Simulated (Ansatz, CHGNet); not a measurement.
For wurtzite ZnS (high-temperature phase), the machine-learned potential CHGNet 0.3.0 (trained on PBE and PBE+U data) gives:

```
Property                         Result
------------------------------  -------
equilibrium lattice constant a  3.848 Å
lattice parameter c             6.326 Å
```

Q: What does HSE06 (PAW; Ansatz, a first-principles code) give for the same quantities?

A: 
- lattice constant a: 3.834 Å (shrinks by 0.4 %)
- lattice parameter c: 6.278 Å (falls by 0.8 %)

For comparison: lattice constant a 3.823 Å (measured, temperature not stated, not corrected to a static lattice, our sources range from 3.811 to 3.823; as tabulated in Kisi, Elcombe, Acta Cryst. C 45, 1867 (1989), by the Crystallography Open …); lattice parameter c 6.261 Å (measured, temperature not stated, not corrected to a static lattice, our sources range from 6.234 to 6.261; as tabulated in Kisi, Elcombe, Acta Cryst. C 45, 1867 (1989), by the Crystallography Open …).

Changes are worked out from the printed values.

Unless a cell is named, each level is at its own relaxed cell (CHGNet 0.3.0 20.29, HSE06 19.98 Å³/atom).

Ansatz's density-functional and Hartree–Fock values are scalar-relativistic unless marked +SOC, with PAW data made under PBE.
